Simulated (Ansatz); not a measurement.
We consider rock-salt TiN, described by PBE0 in Ansatz (PAW).

Input file:

Ansatz 0.2 input:
```yaml
crystal:
  lattice:
    - [0.0, 2.1029518174, 2.1029518174]
    - [2.1029518174, 0.0, 2.1029518174]
    - [2.1029518174, 2.1029518174, 0.0]
  atoms:
    - { symbol: Ti, position: [0.0, 0.0, 0.0] }
    - { symbol: N, position: [0.5, 0.5, 0.5] }
basis:
  ecutwfc: 460
  ecutrho_ratio: 4
  xc_grid: 2
kpoints:
  mp_grid: { grid: [12, 12, 12] }
hamiltonian:
  xc: pbe0
  dispersion: none
  pseudopotentials: { kind: paw }
scf:
  occupations: { method: fermi_dirac, width: 0.05 }
  convergence: { dr2_threshold: 0.0000000002 }
output:
  forces: true
  stress: true
  eigenvalues: true
```

The run printed, among other lines:

```
WARN output.stress: scf.exx.energy_threshold = 1e-6 eV is looser than the 2e-8 eV advised for a stress under a hybrid functional (1e-8 eV for each atom of the …
Crystal: 2 atoms, lattice volume = 18.600 Å³
Basis set: ecut = 460 eV, 411 PW (Γ), exchange–correlation on 48×48×48 points (8 copies of the dense FFT grid, shifted against one another)
Bands: 13, of which v1, the nominal top of the filled ones, is band 9 counted from 1 (8 counted from 0)
Symmetry: 48 space group operations
Space group: Fm-3m (ITA 225), of the structure as read, at distance tolerance 2.6e-5 Å
k-points: 72 of 1728
Functional: x = pbe(κ = 0.804, μ = 0.2195149727645171), c = pbe(β = 0.06672455060314922), warm-up for x = 0.75 pbe(κ = 0.804, μ = 0.2195149727645171) + 0.25 exact, c = pbe(β = 0.06672455060314922)
SCF iter   1: F=—  HF=-2887.105577 eV  |F-HF|=—  |Δ(HF+E_count)|=         —  Δρ=1.21e-3  dr2=4.02e-5
SCF iter   2: F=—  HF=-2887.106002 eV  |F-HF|=—  |Δ(HF+E_count)|=   4.25e-4  Δρ=6.99e-4  dr2=2.27e-5
  ...
SCF 1 converged in 6 iterations: F = -2887.106063 eV  dr2 = 2.29e-11
Crystal: 2 atoms, lattice volume = 18.600 Å³
Initial density: handed on by an earlier stage of this run
Functional: x = 0.75 pbe(κ = 0.804, μ = 0.2195149727645171) + 0.25 exact, c = pbe(β = 0.06672455060314922)
  ...
Crystal: 2 atoms, lattice volume = 18.600 Å³
SCF 3 converged in 6 iterations: F = -2886.747442 eV  dr2 = 1.58e-10
Crystal: 2 atoms, lattice volume = 18.600 Å³
Crystal: 2 atoms, lattice volume = 18.600 Å³
SCF 5 converged in 9 iterations: F = -2886.748322 eV  dr2 = 3.10e-11
Crystal: 2 atoms, lattice volume = 18.600 Å³
SCF 6 converged in 4 iterations: F = -2886.748323 eV  dr2 = 1.40e-12
Crystal: 2 atoms, lattice volume = 18.600 Å³
Crystal: 2 atoms, lattice volume = 18.600 Å³
SCF 8 converged in 3 iterations: F = -2886.748323 eV  dr2 = 8.93e-11
Crystal: 2 atoms, lattice volume = 18.600 Å³
Crystal: 2 atoms, lattice volume = 18.600 Å³
Crystal: 2 atoms, lattice volume = 18.600 Å³
SCF 11 converged in 4 iterations: F = -2886.748323 eV  dr2 = 1.10e-10
Crystal: 2 atoms, lattice volume = 18.600 Å³
SCF iter   1: F=—  HF=-2886.748323 eV  |F-HF|=—  |Δ(HF+E_count)|=         —  Δρ=9.36e-7  dr2=1.62e-10
SCF iter   2: F=-2886.748323 eV  HF=-2886.748323 eV  |F-HF|=7.46e-11  |Δ(HF+E_count)|=  2.14e-11  Δρ=6.21e-7  dr2=8.98e-11
SCF 12 converged in 2 iterations: F = -2886.748323 eV  dr2 = 8.98e-11
Free energy (F): -2886.748323 eV
Internal energy: -2886.746713 eV  (E = F + TS)
E sigma→0 (E₀):  -2886.747518 eV
Fermi energy:    17.947573 eV
--- Forces (eV/Å), atoms counted from 1 ---
  atom   1  Ti    -0.00000000     0.00000000     0.00000000
  atom   2  N      0.00000000    -0.00000000    -0.00000000
--- Stress (GPa, compression-positive) ---
       -0.000555      -0.000000       0.000000
       -0.000000      -0.000555       0.000000
        0.000000       0.000000      -0.000555
  P = ⅓ Tr σ = -0.0006 GPa (-0.006 kbar)
```

The PAW data were made under PBE.

Note: the run has no spin polarisation, so it can have missed a magnetic state.

Ansatz is a quantum-chemistry and plane-wave program.
